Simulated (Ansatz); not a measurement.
**Sr2TlO2: from a trial structure to a relaxed crystal**

Method: Ansatz 0.2.0, DFT PBE, scalar-relativistic, plane waves, PAW. Cutoff 420 eV, Γ-centred k mesh, Gaussian smearing, no spin polarisation in the final step.

Sr2TlO2 was placed on the sites of a reported Mn2ZnAs2 cell (P-3m1, No. 164), with Tl in place of Zn, Sr in place of Mn, O in place of As, at a guessed volume.

```
Sr Tl O
1.0
     4.50865    0.00000    0.00000
    -2.25432    3.90460    0.00000
     0.00000    0.00000    7.22879
Sr Tl O
2 1 2
Direct
  0.33333 0.66667 0.36944
  0.66667 0.33333 0.63056
  0.00000 0.00000 0.00000
  0.33333 0.66667 0.76793
  0.66667 0.33333 0.23207
```

Cell and atoms relax at zero pressure; the relaxation can't lower the symmetry of the start. After a coarse first stage the cell is made exact in the group found at 0.06 Å.

The zero of energy is the elements' standard structures at the same level (O₂ as a molecule); no fitted shifts are applied.

Which crystal results?

It keeps P-3m1 (No. 164), but not the shape of the type it started on. Conventional cell: a = 4.126 Å, c = 9.220 Å. Sr is coordinated by 4 O at 2.39–2.50 Å; Tl has 6 Sr at 4.06 Å, 6 Tl at 4.13 Å and 6 O at 4.18 Å; O has 4 Sr at 2.39–2.50 Å.

Space group P-3m1 (No. 164). a = 4.126 Å, b = 4.126 Å, c = 9.220 Å, α = 90.00°, β = 90.00°, γ = 120.00°
| atom | site | symmetry | x | y | z |
| --- | --- | --- | --- | --- | --- |
| Sr | 2d | 3m. | 0.3333 | 0.6667 | 0.3560 |
| Tl | 1a | -3m. | 0.0000 | 0.0000 | 0.0000 |
| O | 2d | 3m. | 0.3333 | 0.6667 | 0.6271 |

What are its volume, energy, density and gap?

The volume per atom is 27.19 Å³ and the density is 5.03 g/cm³. The energy over the elements is -1.86 eV/atom and the gap on the 12×12×4 mesh is 0 eV (a metal).

The final run used a 12×12×4 mesh on its 5-atom cell and 0.10 eV smearing. The k mesh leaves about 4 meV/atom of noise in metals. Spin–orbit coupling is left out. A structure relaxed within its symmetry needn't be a true minimum. The steps took of the order of 2.9 core-minutes in all.